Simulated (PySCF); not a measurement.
This PySCF input (PBE/def2-TZVPD) gives -1.16589 Eh with 18 basis functions.

```python
import numpy as np, basis_set_exchange as bse
from pyscf import gto, scf, dft, df

basis = {'H': gto.basis.parse(bse.get_basis('def2-TZVPD', elements=['H'], fmt='nwchem'))}
mol = gto.M(
    atom='''
    H    -0.00000000   -0.00000000   -0.37201156
    H     0.00000000    0.00000000    0.37201156
    ''',
    basis=basis,
    charge=0,
    verbose=4,
    max_memory=8640,
)
mf = dft.RKS(mol, xc='pbe')
mf.grids.level = 3
mf = mf.density_fit(auxbasis=df.autoaux(mol))
mf.conv_tol = 1e-9
mf.max_cycle = 100
print('smallest overlap eigenvalue', np.linalg.eigvalsh(mol.intor('int1e_ovlp'))[0])
mf.kernel()
dip = mf.dip_moment()
```

Change:
```diff
- basis = {'H': gto.basis.parse(bse.get_basis('def2-TZVPD', elements=['H'], fmt='nwchem'))}
+ basis = {'H': gto.basis.parse(bse.get_basis('def2-TZVPP', elements=['H'], fmt='nwchem'))}
```

Task: What does the run give now?

Result: -1.16612 Eh (PBE/def2-TZVPP, 28 functions), a change of -0.23 mEh.
